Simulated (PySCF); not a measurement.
# Ionisation of pyrrole

System: `c1cc[nH]c1` (C4H5N). Optimised structure (Å), atoms numbered from 1:
```
C    -0.0090   -1.1158    0.4215
C    -1.1443   -0.3207    0.1051
C    -0.6779    0.8938   -0.3527
N     0.6874    0.8537   -0.3215
C     1.1101   -0.3585    0.1456
H    -0.0099   -2.1323    0.8100
H    -2.1901   -0.6054    0.2020
H    -1.2109    1.7775   -0.6965
H     1.2950    1.6092   -0.6035
H     2.1684   -0.5892    0.2461
```

These are calculated values, ωB97X-D3(BJ)/ma-def2-TZVP in PySCF (grid level 2) at geometries from PBE0-D3(BJ)/def2-SVP. The prefix ma- adds one diffuse s and one diffuse p function on all atoms but H. ωB97X-D3(BJ) is ωB97X-V with D3(BJ) in place of VV10. Thermal corrections: PBE0-D3(BJ)/def2-SVP frequencies, unscaled, ideal gas at 298.15 K and 1 bar, quasi-RRHO entropy.

Frontier levels of the parent: HOMO -8.40 eV, LUMO 1.01 eV.

Oxidation to the radical cation:
* Vertical ionisation energy (electronic): 8.28 eV
* Adiabatic ionisation energy (with zero-point energy): 8.10 eV
* Adiabatic, electronic part: 8.12 eV
* Vertical gap at the product's structure: 7.91 eV
* Inner reorganisation energy (four-point): 364 meV
* Relaxation of product / of parent: 160 / 204 meV
* ⟨S²⟩ of the product: 0.765
* Largest spin populations: C3 0.50, C5 0.50, N4 -0.09
* Largest changes of atomic charge: C5 0.22, C3 0.22, C1 0.10, C2 0.10
* Distances that move most (Å): C1–C5 1.379 → 1.432; C2–C3 1.379 → 1.432; C1–C2 1.422 → 1.372; N4–C5 1.366 → 1.355
* Potential in acetonitrile: 5.73 V absolute, 1.19 V against Fc+/Fc computed at 4.54 V (solvation -24 → -251 kJ/mol)

Solvents are IEF-PCM continua (electrostatics only, gas-phase structures); absolute potentials refer to an electron at rest in vacuum. Fc+/Fc in acetonitrile, 4.54 V, is ωB97X-D3(BJ)/ma-def2-TZVP on PBE0-D3(BJ)/def2-SVP structures with GFN2-xTB thermal terms. Benchmark calculations put it near 5.0 V in acetonitrile and DMSO, so it is about 0.5 V low, and the value against it can read up to that much too high.

Measured values (NIST Chemistry WebBook, evaluated or the median of agreeing entries): vertical ionisation energy 8.23 eV (computed 8.28, difference 0.05); adiabatic ionisation energy 8.21 eV (computed 8.10, difference -0.11).
